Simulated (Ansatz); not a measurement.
```yaml
crystal:
  periodic: [true, true, true]
  atoms:
    - {symbol: C, position_ang: [-0.001833, 1.057686, -0.020374]}
    - {symbol: C, position_ang: [0.312718, -0.421611, -0.185535]}
    - {symbol: O, position_ang: [1.308222, -0.877281, -0.641451]}
    - {symbol: S, position_ang: [-0.995179, -1.444447, 0.509640]}
    - {symbol: H, position_ang: [0.878063, 1.572393, -0.373676]}
    - {symbol: H, position_ang: [-0.225290, 1.310508, 0.980738]}
    - {symbol: H, position_ang: [-0.932716, 1.345214, -0.618110]}
    - {symbol: H, position_ang: [-0.400429, -2.636591, 0.155464]}
basis:
  gaussian: {orbitals: cc-pVDZ, fitting: {mean_field: cc-pVTZ-jkfit}}
hamiltonian: {xc: {name: B2PLYP}}
output: {forces: true}
```

```sh
$ ansatz run in.yaml --threads 4 --pin off --events-out ev --progress --plain --max-ram 10444MiB
```

Q: How does Ansatz answer? (Best estimate.)

A: Computed: The program refused the input.
```
Error: YAML parse error: error: line 2 column 3: crystal: missing field `lattice` (a structure is typed as `lattice` and `atoms`, a molecule's as `atoms` in Å alone, or read from a run's directory, `checkpoint`)
 --> <input>:2:3
1 | crystal:
2 |   periodic: [true, true, true]
3 |   atoms:
4 |     - {symbol: C, position_ang: [-0.001833, 1.057686, -0.020374]}
```
